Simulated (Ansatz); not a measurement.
# Counterpoise correction, worked out

The pair of H₃O⁺ (SMILES [OH3+], atoms 1–4) and HCN (SMILES C#N, atoms 5–7), both closed shells, in one local arrangement (a lower one may exist), relaxed at PBE0-D4/def2-TZVP:

| atom | x (Å) | y (Å) | z (Å) |
| --- | --- | --- | --- |
| O1 | -0.6562 | 0.2140 | -1.4123 |
| H2 | -1.6146 | 0.3447 | -1.4286 |
| H3 | -0.1658 | 0.0386 | -0.3707 |
| H4 | -0.2232 | 0.8504 | -1.9983 |
| C5 | 0.8953 | -0.4870 | 1.7540 |
| N6 | 0.3970 | -0.2293 | 0.7662 |
| H7 | 1.3674 | -0.7315 | 2.6898 |

Computed with Ansatz 0.2.0 (basis: def2-TZVPPD); correlated methods freeze the cores.

CCSD(T) total energies in eV:

| system | geometry | basis functions | energy |
| --- | --- | --- | --- |
| pair | pair | all | -4624.52916 |
| H₃O⁺ | as in the pair | all (partner as ghosts) | -2084.20051 |
| HCN | as in the pair | all (partner as ghosts) | -2538.25615 |
| H₃O⁺ | as in the pair | its own | -2084.18467 |
| HCN | as in the pair | its own | -2538.21977 |
| H₃O⁺ | free (PBE0-D4 minimum) | its own | -2084.79104 |
| HCN | free (PBE0-D4 minimum) | its own | -2538.24348 |

Work out the interaction energy with and without the counterpoise correction, the superposition error, and the binding energy from the relaxed fragments.

Without correction: -4624.52916 − (-2084.18467) − (-2538.21977) = -2.12472 eV.
With correction (each fragment in the whole basis): -4624.52916 − (-2084.20051) − (-2538.25615) = -2.07250 eV = -47.79 kcal/mol.
The superposition error is the difference, 0.05222 eV, 2 % of the uncorrected value: each fragment borrows its partner's functions.
Deformation from the free shapes: 0.60637 eV for H₃O⁺ and 0.02371 eV for HCN.
Binding energy from relaxed fragments: -2.07250 + 0.60637 + 0.02371 = -1.44242 eV = -33.26 kcal/mol (electronic, without zero-point energy; negative means bound). The deformation is large: the pair is on the way to a chemical bond or a shared proton. For comparison, the corrected interaction energy by CCSD(T) at an estimated basis limit (MP2 extrapolated from triple and quadruple zeta, plus CCSD(T) − MP2 in triple zeta) is -2.107 eV; triple zeta with the correction binds less.

T1 diagnostic: at most 0.014.

For scale, one of the runs: CCSD(T)/def2-TZVPPD, 182 basis functions, launched by `ansatz run in.yaml --threads 2 --pin off --events-out ev --progress --plain --max-ram 5222MiB`. Time: 29 s of wall clock on 2 CPU threads of an Arm Neoverse V1; the host was shared. Peak host memory: 1.8 GiB.
